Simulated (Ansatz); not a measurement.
We consider rock-salt PbTe, described by G0W0@LDA (Ansatz, a program for electronic structure, plane waves, hard PAW, contour deformation).

The same calculation (at the measured cell, 33.730 Å³/atom) with different numerical settings; throughout: k mesh 2×2×2:

```json
[
 {"run": "1", "response cutoff (eV)": "100", "empty bands": "281", "quasiparticle gap on the mesh (eV)": "0.857", "quasiparticle gap at Γ (eV)": "5.382", "rough time": "10 core-s"},
 {"run": "2", "response cutoff (eV)": "150", "empty bands": "517", "quasiparticle gap on the mesh (eV)": "0.911", "quasiparticle gap at Γ (eV)": "5.403", "rough time": "30 core-s"},
 {"run": "3", "response cutoff (eV)": "200", "empty bands": "796", "quasiparticle gap on the mesh (eV)": "0.943", "quasiparticle gap at Γ (eV)": "5.393", "rough time": "60 core-s"},
 {"run": "4", "response cutoff (eV)": "250", "empty bands": "1112", "quasiparticle gap on the mesh (eV)": "0.957", "quasiparticle gap at Γ (eV)": "5.398", "rough time": "3 core-min"},
 {"run": "5", "response cutoff (eV)": "300", "empty bands": "1462", "quasiparticle gap on the mesh (eV)": "0.965", "quasiparticle gap at Γ (eV)": "5.402", "rough time": "3 core-min"}
]
```

In the column quasiparticle gap on the mesh (eV) the first row differs from the last by -0.108 and the next to last by -0.008.

The last row is no converged limit: other settings stay fixed.

Spin–orbit coupling is not included.

Note: filled d or f shells below the valence bands can shift G0W0 gaps through exchange with them, which wasn't tested here.
